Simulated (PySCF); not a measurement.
# A search over the determinants of Cl₂⁺

Unrestricted PBE0; Cl jorge-DZP-DKH; spin-free X2C with a Gaussian nucleus (PySCF 2.14). Outer shells of the fragments: Cl+ 3s2 3p4; Cl 3s2 3p5.

Followed along the bond (rough minima from three points):

```tsv
2Ms+1	unpaired	⟨S²⟩ at the start	R at minimum (Å)	Te (eV)
2	π ↑	0.75	1.93	0.00
4	σ ↑, π ↑↑	3.76	none in the scan	≤ 1.96
```

Solutions found at the starting distance of 2.040 Å, counted from the lowest of them; the search is not exhaustive and high or unbound solutions are not listed, so other states can lie among these:

```csv
2Ms+1,unpaired,term,E (eV),⟨S²⟩,⟨Lz²⟩
2,π ↑,²Π,0.00,0.75,1.00
4,"σ ↑, π ↑↑",⁴Σ⁻,2.15,3.76,0.00
2,"σ ↑, π ↑↓",mixed,2.74,1.76,2.01
2,"σ ↓, π ↑↑",mixed,2.77,1.76,0.00
2,σ ↑,mixed,3.68,0.75,2.00
4,"σ ↑, π ↑↑",mixed,3.93,3.76,2.01
4,"σ ↑↑, π ↑",⁴Π,5.86,3.76,1.00
2,π ↑,²Π,7.28,0.75,1.00
```

A term symbol is given only where ⟨S²⟩ and ⟨Lz²⟩ are close to those of a pure state; real π, δ and φ orbitals otherwise mix terms, and g/u labels are left off.

Counting both spins, an empty level lies below a filled one in some of these solutions, because spin and occupation are held.
